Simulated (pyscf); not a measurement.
Thermochemistry of product channels of O=Nb(Cl)(Cl)–Cl + H₂ on the singlet surface, in kJ/mol, from ωB97M-D3(BJ)/def2-TZVP energies (ideal gas, 1 atm, RRHO with modes under 100 cm⁻¹ raised to 100, one conformer, R ln 2 for chiral ones without a mode under 150 cm⁻¹). Structures and frequencies: ωB97X-D3(BJ)/def2-SVP in PySCF.

```
products                ΔE  ΔH(298 K)  ΔG(298 K)  ΔG(900 K)
------------------  ------  ---------  ---------  ---------
HO–NbH(Cl)(Cl)–Cl    +66.0      +81.5     +114.3     +181.7
O=NbH(Cl)–Cl + HCl  +144.4     +147.1     +136.6     +119.4
```

These are energies of the channels, which say nothing of barriers. Elements past Kr carry the def2 core potentials, without spin-orbit coupling.
